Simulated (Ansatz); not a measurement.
Scan of [OH···H···GeH₃], doublet

Starting geometry:

```yaml
atoms:
  - { symbol: O, position_ang: [-2.2762, -0.0100, 0.0000] }
  - { symbol: H, position_ang: [-2.5255, 0.9166, 0.0000] }
  - { symbol: H, position_ang: [-1.3167, -0.0100, 0.0000] }
  - { symbol: Ge, position_ang: [0.5138, -0.0100, 0.0000] }
  - { symbol: H, position_ang: [0.9824, -1.4759, 0.0000] }
  - { symbol: H, position_ang: [0.9824, 0.7230, -1.2695] }
  - { symbol: H, position_ang: [0.9824, 0.7230, 1.2695] }
```

From there H3 is moved from one fragment to the other while all else, the fragments' distance too, stays fixed; atoms are numbered as listed. Energies are in kJ/mol, counted from the starting geometry at the same level.

Basis cc-pVDZ; Ansatz 0.2.0. Only valence electrons are correlated (noble-gas cores and the filled d shells of p-block atoms frozen). R marks a restricted (for open shells ROHF) determinant, U an unrestricted one. No spin–orbit coupling is included, and no scalar relativity.

Full CI isn't at hand for all of this; UCCSDT(Q) serves as the reference, and is uncertain by about the last step of the cluster series. The frozen core follows each run's orbitals, which can shift R against U totals by a few meV for light atoms and by up to 0.1 eV past Ca.

```json
{"distance O1-H3 (Å)": "0.960", "UCCSDT(Q)": "0.0", "error UHF": "0.0", "error RMP2": "0.0", "error UMP2": "0.0", "error RCCSD(T)": "0.0", "error UCCSD(T)": "0.0", "error UCCSDT": "0.0"}
{"distance O1-H3 (Å)": "1.002", "UCCSDT(Q)": "3.2", "error UHF": "4.8", "error RMP2": "-0.1", "error UMP2": "0.9", "error RCCSD(T)": "0.1", "error UCCSD(T)": "0.1", "error UCCSDT": "0.1"}
{"distance O1-H3 (Å)": "1.088", "UCCSDT(Q)": "24.2", "error UHF": "11.3", "error RMP2": "-1.0", "error UMP2": "4.9", "error RCCSD(T)": "0.3", "error UCCSD(T)": "0.4", "error UCCSDT": "0.3"}
{"distance O1-H3 (Å)": "1.174", "UCCSDT(Q)": "52.3", "error UHF": "9.0", "error RMP2": "-1.4", "error UMP2": "13.2", "error RCCSD(T)": "0.4", "error UCCSD(T)": "0.6", "error UCCSDT": "0.3"}
{"distance O1-H3 (Å)": "1.260", "UCCSDT(Q)": "79.8", "error UHF": "-3.8", "error RMP2": "14.7", "error UMP2": "21.4", "error RCCSD(T)": "0.4", "error UCCSD(T)": "0.6", "error UCCSDT": "0.1"}
```

Errors are those of relative energies. In total energy the starting point itself misses UCCSDT(Q) by: UHF 902.9, RMP2 108.8, UMP2 109.5, RCCSD(T) 4.0, UCCSD(T) 3.7, UCCSDT 1.6 kJ/mol.

Spread of the error over the points with a reference, to 1.260 Å (largest less smallest): UCCSDT 0.3, RCCSD(T) 0.4, UCCSD(T) 0.6, UHF 15.1, RMP2 16.1, UMP2 21.4 kJ/mol.
